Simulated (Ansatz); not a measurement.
Rutile CrO2, treated with PBEsol-D3(BJ) (Ansatz, a quantum-chemistry and plane-wave program, plane waves, PAW).

Run with plane-wave cutoff 520 eV, 12×12×18 k mesh (along the axes of the cell as run), Fermi–Dirac smearing 0.05 eV, spin-polarised with parallel moments, scalar-relativistic PAW data made under PBE.

The cell is scaled about its equilibrium volume:

Shape and atoms are relaxed at each volume.

```csv
V (Å³/atom),P (GPa),c (Å),a (Å)
8.821,11.89,2.852,4.308
9.005,5.61,2.866,4.342
9.189,0.00,2.880,4.375
9.373,-4.97,2.893,4.409
9.556,-9.38,2.906,4.442
```

Note: the bulk modulus comes from volumes at which shape and atoms were relaxed.
